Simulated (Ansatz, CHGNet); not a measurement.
For wurtzite CdSe, the machine-learned potential CHGNet-r²SCAN (trained on r²SCAN data) gives:

* **lattice constant a**: 4.328 Å
* **lattice parameter c**: 7.131 Å
* **enthalpy of formation**: -0.736 eV/atom

Q: What does r²SCAN (PAW; Ansatz, an electronic-structure program) give for the same quantities?

A: 
- lattice constant a: 4.340 Å (grows by 0.3 %)
- lattice parameter c: 7.078 Å (shrinks by 0.7 %)
- formation enthalpy: -0.765 eV/atom (moves by -0.029 eV/atom)

For comparison: lattice constant a 4.298 Å (measured, temperature not stated, no zero-point or thermal correction; as tabulated in PVEducation, CdSe (wurtzite), citing its ref. 1); lattice parameter c 7.015 Å (measured, temperature not stated, not corrected to a static lattice; as tabulated in PVEducation, CdSe (wurtzite), citing its ref. 1); formation enthalpy -0.75 eV/atom (measured, 298 K, not corrected to a static lattice; as tabulated in Zhang et al. (2018), doi:10.1038/s41524-018-0065-z).

Changes are worked out from the printed values.

Unless a cell is named, each level is at its own relaxed cell (CHGNet-r²SCAN 28.92, r²SCAN 28.87 Å³/atom).

Ansatz's density-functional and Hartree–Fock values are scalar-relativistic unless marked +SOC, with PAW data made under PBE.
